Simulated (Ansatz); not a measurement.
Eight cases of bond dissociation energy with Al to Br (electronic energies, kcal/mol), geometries: B3LYP-D3(BJ)/def2-TZVP. Functionals by Ansatz (a first-principles code) in def2-TZVPD; columns hold the difference against the high level (Ansatz, AFQMC by cisd_afqmc): A = CCSD(T)/CBS(cc-pV(Q+d)Z,cc-pV(5+d)Z) + [CCSDT(Q) - CCSD(T)]/cc-pV(D+d)Z + core + X2C; B = CCSD(T)/CBS(cc-pV(Q+d)Z,cc-pV(5+d)Z) + [CCSDT(Q) - CCSD(T)]/cc-pV(T+d)Z + core + X2C; C = CCSD(T)/CBS(cc-pV(T+d)Z,cc-pV(Q+d)Z) + [CCSDT(Q) - CCSD(T)]/cc-pV(D+d)Z + core + X2C; D = CCSD(T)/CBS(cc-pV(T+d)Z,cc-pV(Q+d)Z) + [CCSDT(Q) - CCSD(T)]/cc-pV(T+d)Z + core + X2C; E = CCSD(T)/CBS(cc-pVTZ,cc-pVQZ) + [CCSDT(Q) - CCSD(T)]/cc-pVTZ + [CCSDTQ - CCSDT(Q)]/cc-pVDZ. The cases were drawn at random from those of this class that have a high level and all functionals, leaving out states under which another spin lies or may lie. Left out are anions, K, Ca, elements past Kr, ionisation of Li, Na and Mg, pi-pi* triplets of linear molecules and other triplets made from a closed-shell parent. Runs that doubt their state, and full CI more than 15 mEh from coupled cluster, are set aside; a case stays where another high level and all functionals remain. AFQMC serves as high level only in triple zeta or larger, with a steady walk, a bar under 0.8 kcal/mol and agreement with other high levels or trials where they ran; where none ran, an unstable determinant or (outside 3d species) a high T1 diagnostic also bars it, so strongly correlated cases are thinned. No case was kept or dropped by the size of a functional's miss. Each difference is the functional minus the high level; affinities count positive where energy is released, gaps as the second state minus the first. Radicals and triplets start from unrestricted determinants; spin-orbit coupling is neglected. Correlated methods leave the cores frozen (noble-gas shells, and filled d and f shells in the p block). Rows without X2C or -DK are non-relativistic. CBS(X,Y): correlation extrapolated as X^-3, Hartree-Fock from the larger set (Q,5: extrapolated as (X+1)exp(-9√X)). A bracket is a step between two methods taken in the basis named. The functionals are non-relativistic, so their misses hold any scalar relativity. '+ core + X2C': CCSD(T) terms for core correlation (cc-pwCVTZ, 1s frozen past Ne) and scalar relativity (cc-pVTZ-DK). Where a partner has so few electrons that a lower coupled-cluster level is exact, that level stands in. The UHF reference of C2H3Si (C#C[SiH2], doublet) is spin-contaminated (<S^2> up to 0.10 over the pure value in the sets run).

| case | level | value |
|---|---|---|
| SiNH5 (SMILES N[SiH3]) → SiNH4 (SMILES [NH][SiH3], doublet) + H (doublet) | D | 118.2 |
| SiNH5 (SMILES N[SiH3]) → SiH3 (SMILES [SiH3], doublet) + NH2 (SMILES [NH2], doublet) | B | 107.8 |
| BSiH5 (boranylsilane, SMILES B[SiH3]) → BSiH4 (SMILES [BH][SiH3], doublet) + H (doublet) | D | 106.4 |
| BAsH4 (SMILES [AsH2]B) → BAsH3 (SMILES [AsH]B, doublet) + H (doublet) | E | 80.3 |
| C2H3ClSi (chloro(ethynyl)silane, SMILES C#C[SiH2]Cl) → C2H3Si (SMILES C#C[SiH2], doublet) + Cl (doublet) | C | 112.3 |
| BSiH5 (boranylsilane, SMILES B[SiH3]) → BSiH4 (SMILES B[SiH2], doublet) + H (doublet) | D | 82.9 |
| BH3S2 (SMILES SBS) → BH2S (SMILES [BH]S, doublet) + HS (SMILES [SH], doublet) | A | 109.8 |
| H3BSO (SMILES SBO) → H2BSO (SMILES OB[S], doublet) + H (doublet) | C | 93.4 |

Task: Predict the difference of PBE, B3LYP, wB97M-V for each case and sum up.

Result: 
```json
[
 {"case": "SiNH5 (SMILES N[SiH3]) → SiNH4 (SMILES [NH][SiH3], doublet) + H (doublet)", "PBE": "-5.3", "B3LYP": "-4.3", "wB97M-V": "-1.5"},
 {"case": "SiNH5 (SMILES N[SiH3]) → SiH3 (SMILES [SiH3], doublet) + NH2 (SMILES [NH2], doublet)", "PBE": "-5.5", "B3LYP": "-6.8", "wB97M-V": "0.5"},
 {"case": "BSiH5 (boranylsilane, SMILES B[SiH3]) → BSiH4 (SMILES [BH][SiH3], doublet) + H (doublet)", "PBE": "-4.8", "B3LYP": "-1.3", "wB97M-V": "0.3"},
 {"case": "BAsH4 (SMILES [AsH2]B) → BAsH3 (SMILES [AsH]B, doublet) + H (doublet)", "PBE": "-2.9", "B3LYP": "-1.7", "wB97M-V": "-1.4"},
 {"case": "C2H3ClSi (chloro(ethynyl)silane, SMILES C#C[SiH2]Cl) → C2H3Si (SMILES C#C[SiH2], doublet) + Cl (doublet)", "PBE": "-5.4", "B3LYP": "-8.4", "wB97M-V": "0.0"},
 {"case": "BSiH5 (boranylsilane, SMILES B[SiH3]) → BSiH4 (SMILES B[SiH2], doublet) + H (doublet)", "PBE": "-7.5", "B3LYP": "-2.3", "wB97M-V": "-0.9"},
 {"case": "BH3S2 (SMILES SBS) → BH2S (SMILES [BH]S, doublet) + HS (SMILES [SH], doublet)", "PBE": "-2.0", "B3LYP": "-7.0", "wB97M-V": "0.9"},
 {"case": "H3BSO (SMILES SBO) → H2BSO (SMILES OB[S], doublet) + H (doublet)", "PBE": "-4.1", "B3LYP": "-3.5", "wB97M-V": "-0.9"}
]
```
PBE: mean -4.7, mean absolute 4.7, median absolute 5.1, largest -7.5; B3LYP: mean -4.4, mean absolute 4.4, median absolute 3.9, largest -8.4; wB97M-V: mean -0.4, mean absolute 0.8, median absolute 0.9, largest -1.5 kcal/mol. PBE lies above in 0 and below in 8 of the eight.
